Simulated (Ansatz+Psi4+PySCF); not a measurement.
doublet CH₂O₂(+): levels of theory in one basis

```xyz
5

O    -1.0410   -0.4364    0.0000
C     0.0000    0.4239    0.0000
O     1.1694    0.1037    0.0000
H    -0.6496   -1.3351    0.0000
H    -0.3779    1.4530    0.0000
```

Basis set: cc-pVTZ (spherical functions). Correlated methods keep 3 orbitals frozen. Correlation on ROHF uses semicanonical orbitals with singles. Charge 1, multiplicity 2.

Computed with Ansatz (development build ahead of 0.2.0) and Psi4 1.11; each method stands on the lowest determinant of its kind that the runs found.

```
   method  E − E(ROHF) (eV)  <S²> of the determinant
     ROHF              0.00                     0.75
      UHF             -0.18                     0.77
 ROHF-MP2            -15.54                        –
  UHF-MP2            -15.54                     0.77
ROHF-CCSD            -16.11                        –
 UHF-CCSD            -16.11                     0.77
```

Question: What does ROHF-CCSD(T) give on the same scale?

Answer: -16.77 eV.
